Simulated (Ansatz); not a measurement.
Equilibrium lattice constant a (Å) of solids drawn from the class of elemental solids other than molecular ones, at two levels: PBE (plane waves, PAW; Ansatz, a program for electronic structure), and HSE06 in Ansatz (plane waves, PAW).

```tsv
solid	PBE	HSE06	shift (%)
fcc Ca	5.526	5.591	+1.18
bcc Nb	3.310	3.296	-0.42
bcc Fe	2.831	2.912	+2.86
bcc Rb	5.670	5.728	+1.02
diamond	3.572	3.546	-0.73
grey tin (α-Sn)	6.655	6.556	-1.49
bcc K	5.284	5.331	+0.89
bcc Ta	3.319	3.306	-0.39
fcc Ag	4.147	4.140	-0.17
bcc V	2.997	2.962	-1.17
```

The shifts run from -1.49 % to +2.86 %, with a median of -0.28 %.

Over all 10 rows HSE06 is the larger in 4.

Ansatz's runs of these crystals have no spin polarisation, but for bcc Fe. Meta-GGA and hybrid levels favour moments, which can bear on bcc Fe, bcc V.

Density-functional runs with spin start from parallel moments for bcc Fe.

Spin–orbit coupling is left out, also for the solids with elements from indium on (grey tin (α-Sn), bcc Ta); its size isn't shown.

Ansatz's density-functional and Hartree–Fock values are scalar-relativistic unless marked +SOC, with PAW data made under PBE.
